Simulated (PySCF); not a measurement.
# Functional dependence of a UV spectrum

Compound: ethenylcyclopropane, C5H8.
SMILES: `C=CC1CC1`

Linear-response calculations in the def2-SVPD basis (PySCF; singlets by full response, triplets Tamm–Dancoff, core orbitals frozen in the response; HF means time-dependent Hartree–Fock). 'Strongest' is the level of largest summed f among the singlets computed (10 roots, of which the last may lack a degenerate partner); it can jump between rows when another state enters that window. S1 is the lowest singlet of each run and needn't be the same state throughout; f(S1) is that of one state. Isolated species at its PBE0-D3(BJ)/def2-SVP geometry (one conformer only).

| functional | kind | S1 (eV) | f(S1) | strongest (eV) | T1 (eV) | HOMO (eV) | gap (eV) | ionisation energy, ΔSCF (eV) |
| --- | --- | --- | --- | --- | --- | --- | --- | --- |
| LDA | LDA | 6.17 | 0.111 | 6.17 | 4.56 | -6.20 | 5.19 | 9.31 |
| PBE | GGA | 6.22 | 0.133 | 6.22 | 4.34 | -6.03 | 5.24 | 9.08 |
| B3LYP | global hybrid, 20% exact exchange | 6.62 | 0.228 | 6.62 | 4.32 | -6.92 | 6.91 | 9.20 |
| PBE0 | global hybrid, 25% exact exchange | 6.77 | 0.257 | 6.77 | 4.24 | -7.13 | 7.38 | 9.19 |
| HF | Hartree–Fock | 7.26 | 0.437 | 7.26 | 3.66 | -9.54 | 12.50 | not settled |

Problem. What does BHandHLYP (global hybrid, 50% exact exchange) give?

Solution. S1 (eV) 7.03, f(S1) 0.347, strongest (eV) 7.03, T1 (eV) 4.17, HOMO (eV) -8.10, gap (eV) 9.38, ionisation energy, ΔSCF (eV) 9.13. S1 runs from 6.17 eV (LDA) to 7.26 eV (HF), a spread of 1.09 eV, while the orbital gap spreads over 7.3 eV. Along PBE (0%), B3LYP (20%), PBE0 (25%), BHandHLYP (50%), HF (100%) S1 rises with the share of exact exchange. −ε(HOMO) comes closest to its own ΔSCF ionisation energy with BHandHLYP (-1.03 eV) and misses most with LDA (-3.11 eV). 'Not settled' means that the ion's SCF failed to converge or may have ended in another state than the lowest.
